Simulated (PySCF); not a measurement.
C4H6OS.
Atom-mapped SMILES: `[O:1]=[S@:2]1[CH:3]=[CH:4][CH2:5][CH2:6]1` (hydrogens: H7 on C3; H8 on C4; H9, H10 on C5; H11, H12 on C6)

The same species was optimised twice, with GFN2-xTB and with PBE0-D3(BJ)/def2-SVP (PySCF), and the same property calculations (PySCF, gas phase) were run on both structures.

```json
{"coordinate": "O1=S2 (Å)", "GFN2-xTB": "1.465", "PBE0-D3(BJ)/def2-SVP": "1.500", "change": "+0.035"}
{"coordinate": "S2–C6 (Å)", "GFN2-xTB": "1.867", "PBE0-D3(BJ)/def2-SVP": "1.851", "change": "-0.016"}
{"coordinate": "S2–C3 (Å)", "GFN2-xTB": "1.817", "PBE0-D3(BJ)/def2-SVP": "1.802", "change": "-0.015"}
{"coordinate": "C3=C4 (Å)", "GFN2-xTB": "1.317", "PBE0-D3(BJ)/def2-SVP": "1.333", "change": "+0.016"}
{"coordinate": "C4–C5 (Å)", "GFN2-xTB": "1.497", "PBE0-D3(BJ)/def2-SVP": "1.502", "change": "+0.005"}
{"coordinate": "C5–C6 (Å)", "GFN2-xTB": "1.524", "PBE0-D3(BJ)/def2-SVP": "1.525", "change": "+0.001"}
{"coordinate": "O1–S2–C3 (°)", "GFN2-xTB": "107.4", "PBE0-D3(BJ)/def2-SVP": "110.1", "change": "+2.7"}
{"coordinate": "C4–C5–C6 (°)", "GFN2-xTB": "107.2", "PBE0-D3(BJ)/def2-SVP": "106.2", "change": "-1.0"}
{"coordinate": "C3–C4–C5 (°)", "GFN2-xTB": "116.6", "PBE0-D3(BJ)/def2-SVP": "115.9", "change": "-0.7"}
{"coordinate": "O1–S2–C6 (°)", "GFN2-xTB": "106.8", "PBE0-D3(BJ)/def2-SVP": "107.4", "change": "+0.6"}
{"coordinate": "S2–C6–C5 (°)", "GFN2-xTB": "108.3", "PBE0-D3(BJ)/def2-SVP": "109.0", "change": "+0.7"}
{"coordinate": "C3–S2–C6 (°)", "GFN2-xTB": "88.7", "PBE0-D3(BJ)/def2-SVP": "88.4", "change": "-0.3"}
{"coordinate": "S2–C3–C4 (°)", "GFN2-xTB": "114.3", "PBE0-D3(BJ)/def2-SVP": "114.6", "change": "+0.3"}
```

Rotational constants: A = 5934, B = 2738, C = 2119 MHz (GFN2-xTB) against A = 6042, B = 2676, C = 2083 MHz (PBE0-D3(BJ)/def2-SVP). Point groups within 0.08 Å: C1 and C1.

On the GFN2-xTB structure: lowest singlet, TDDFT (eV) 4.92 [wB97X-D/def2-SVPD]; isotropic polarisability (au) 67.8 [wB97X-D/def2-SVPD]; HOMO (eV) -8.53 [wB97X-D/def2-SVPD]; LUMO (eV) 1.06 [wB97X-D/def2-SVPD]; dipole (D) 4.68 [wB97X-D/def2-SVPD]; HOMO (eV) -6.52 [PBE0/pcSseg-1]; LUMO (eV) -0.59 [PBE0/pcSseg-1]; dipole (D) 4.41 [PBE0/pcSseg-1]; GIAO shielding of O1 (ppm) 249.5 [PBE0/pcSseg-1]; GIAO shielding of S2 (ppm) 107.0 [PBE0/pcSseg-1]; GIAO shielding of C3 (ppm) 37.0 [PBE0/pcSseg-1]; GIAO shielding of C4 (ppm) 45.3 [PBE0/pcSseg-1]; GIAO shielding of C5 (ppm) 150.5 [PBE0/pcSseg-1]; GIAO shielding of C6 (ppm) 123.9 [PBE0/pcSseg-1].

Question: What do these properties become on the PBE0-D3(BJ)/def2-SVP structure?

Answer: 
| property | level | on GFN2-xTB | on PBE0-D3(BJ)/def2-SVP | change |
| --- | --- | --- | --- | --- |
| lowest singlet, TDDFT (eV) | wB97X-D/def2-SVPD | 4.92 | 4.81 | -0.11 |
| isotropic polarisability (au) | wB97X-D/def2-SVPD | 67.8 | 68.9 | +1.1 |
| HOMO (eV) | wB97X-D/def2-SVPD | -8.53 | -8.53 | 0.00 |
| LUMO (eV) | wB97X-D/def2-SVPD | 1.06 | 0.90 | -0.16 |
| dipole (D) | wB97X-D/def2-SVPD | 4.68 | 4.98 | +0.30 |
| energy, GFN2-xTB geometry as zero (kcal/mol) | wB97X-D/def2-SVPD | 0.0 | -2.0 | -2.0 |
| HOMO (eV) | PBE0/pcSseg-1 | -6.52 | -6.51 | +0.01 |
| LUMO (eV) | PBE0/pcSseg-1 | -0.59 | -0.77 | -0.18 |
| dipole (D) | PBE0/pcSseg-1 | 4.41 | 4.69 | +0.28 |
| energy, GFN2-xTB geometry as zero (kcal/mol) | PBE0/pcSseg-1 | 0.0 | -2.0 | -2.0 |
| GIAO shielding of O1 (ppm) | PBE0/pcSseg-1 | 249.5 | 239.3 | -10.2 |
| GIAO shielding of S2 (ppm) | PBE0/pcSseg-1 | 107.0 | 123.8 | +16.8 |
| GIAO shielding of C3 (ppm) | PBE0/pcSseg-1 | 37.0 | 35.1 | -1.9 |
| GIAO shielding of C4 (ppm) | PBE0/pcSseg-1 | 45.3 | 42.9 | -2.4 |
| GIAO shielding of C5 (ppm) | PBE0/pcSseg-1 | 150.5 | 150.5 | 0.0 |
| GIAO shielding of C6 (ppm) | PBE0/pcSseg-1 | 123.9 | 122.9 | -1.0 |

The heavy atoms differ by 0.037 Å rms after alignment. Among bonds between heavy atoms O1=S2 changes most (+0.035 Å). Changes are differences of the printed values. Neither structure is proved a minimum here.

wB97X-D is run here without its empirical dispersion term; that term would change no orbital, density or response property at a fixed geometry.
